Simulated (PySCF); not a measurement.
# C₄H₃FS: geometry, coupled-cluster ionisations

The runs use PySCF 2.14.0, with density-fitted response routines of our own; the level of theory stands in each step. All values are computed, except where a source is named. Atoms count from 0, in the outputs and in this text.

## (1) The starting structure

9 atoms, charge 0, multiplicity 1; geometry from: GFN2-xTB. The atoms were then displaced at random by about 0.01 Å, so the start is not that level's minimum.

Bonds of the start (Å): F0–C1 1.34, C1–C2 1.40, C2–C3 1.39, C3–S4 1.73, S4–C5 1.71, C5–C1 1.37, C2–H6 1.09, C3–H7 1.05, C5–H8 1.07.

## (2) Geometry optimisation at PBE0-D3(BJ)/def2-SVP

Job settings and geometry (Å):

```
{"job": {"xc": "PBE0", "basis": "def2-SVP", "d3": "d3bj", "grid": 1, "shake": 0.01, "kind": "geom"}, "charge": 0, "multiplicity": 1}
F     -1.654430    -1.513210     0.379730
C     -0.777410    -0.528790     0.135330
C      0.600190    -0.774320     0.125390
C      1.350540     0.363060    -0.133960
S      0.288950     1.712240    -0.384410
C     -1.115370     0.770490    -0.120660
H      1.062210    -1.739550     0.318100
H      2.394580     0.489810    -0.203130
H     -2.091440     1.203110    -0.150120
```

Run with:

```console
$ OMP_NUM_THREADS=1 python probes_run.py task.json out
```

The driver reads the jobs from task.json and runs them one after another.

Q: Estimate the wall time and peak memory of this first job on 1 thread of Arm Neoverse V2, shared host.

About 29 s, with a peak of 0.43 GiB.
